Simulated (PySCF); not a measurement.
Compound: monochlorosilylene, ClHSi (singlet state).
Atom-mapped SMILES: `[SiH:1][Cl:2]` (hydrogens: H3 on Si1)

Computed with PySCF at B3LYP/def2-SVPD, non-relativistic, on one gas-phase PBE0-D3(BJ)/def2-SVP geometry that isn't relaxed in the solvent. The solvent is an IEF-PCM continuum (van der Waals radii × 1.2), and excitations are vertical TDDFT with non-equilibrium linear response and a frozen core. Specific hydrogen bonds and non-electrostatic terms are outside this model.

Gas-phase singlets (H = HOMO, L = LUMO):

```json
{"state": "S1", "E (eV)": "2.667", "λ (nm)": "465", "f": "0.012", "leading configurations": "H→L 99%"}
{"state": "S2", "E (eV)": "5.056", "λ (nm)": "245", "f": "0.009", "leading configurations": "H-1→L 99%"}
{"state": "S3", "E (eV)": "5.447", "λ (nm)": "228", "f": "0.030", "leading configurations": "H→L+1 83%, H-2→L 15%"}
{"state": "S4", "E (eV)": "5.877", "λ (nm)": "211", "f": "0.108", "leading configurations": "H-2→L 81%, H→L+1 13%"}
{"state": "S5", "E (eV)": "6.062", "λ (nm)": "205", "f": "0.005", "leading configurations": "H-3→L 99%"}
```

Give the list for benzene (ε = 2.271), n² = 2.25.

```csv
state,E (eV),λ (nm),f,leading configurations,change by rank (eV)
S1,2.674,464,0.015,H→L 99%,+0.007
S2,5.138,241,0.012,H-1→L 99%,+0.082
S3,5.420,229,0.058,"H→L+1 90%, H-2→L 8%",-0.027
S4,5.876,211,0.135,H-2→L 88%,-0.001
S5,6.117,203,0.006,H-3→L 99%,+0.055
```

How do the frontier levels move from gas to benzene?

```csv
orbital,gas (eV),solvent (eV),change (eV)
LUMO+2,0.45,0.50,+0.05
LUMO+1,-0.49,-0.43,+0.06
LUMO,-3.23,-3.12,+0.11
HOMO,-6.88,-6.83,+0.05
HOMO-1,-9.40,-9.40,0.00
HOMO-2,-9.67,-9.66,+0.01
HOMO-3,-10.53,-10.50,+0.03
```

The HOMO–LUMO gap goes from 3.65 to 3.71 eV.
